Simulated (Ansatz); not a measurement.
This Ansatz (a first-principles code) input (PBE/6-31G**) gives -478.03186 Eh with 84 basis functions. A basis named .json is the Basis Set Exchange file of that set (core-valence sets with the plain set on hydrogen).

Ansatz 0.2 input:
```yaml
crystal:
  periodic: [false, false, false]
  atoms:
    - {symbol: C, position_ang: [-0.08418987, 1.42741835, -0.51191986]}
    - {symbol: S, position_ang: [0.17718637, -0.00065284, 0.57178962]}
    - {symbol: C, position_ang: [-0.09971911, -1.42697406, -0.51036667]}
    - {symbol: H, position_ang: [-0.09015291, 2.31038628, 0.12496582]}
    - {symbol: H, position_ang: [0.77169739, 1.46446615, -1.18355940]}
    - {symbol: H, position_ang: [-1.01598597, 1.32490158, -1.06155473]}
    - {symbol: H, position_ang: [-0.11528527, -2.30913124, 0.12747948]}
    - {symbol: H, position_ang: [-1.03034786, -1.31492304, -1.06011830]}
    - {symbol: H, position_ang: [0.75571041, -1.47406314, -1.18196043]}
    - {symbol: H, position_ang: [-1.00716386, 0.00614320, 1.21983281]}
basis:
  gaussian:
    orbitals: 6-31G__.json
hamiltonian:
  xc: {name: PBE}
total_charge: 1
magnetization: {spin_polarized: false}
```

Change:
```diff
- orbitals: 6-31G__.json
+ orbitals: def2-QZVPP.json
```

Task: What does the run give now?

Result: -478.11229 Eh (PBE/def2-QZVPP, 394 functions), a change of -80.43 mEh.
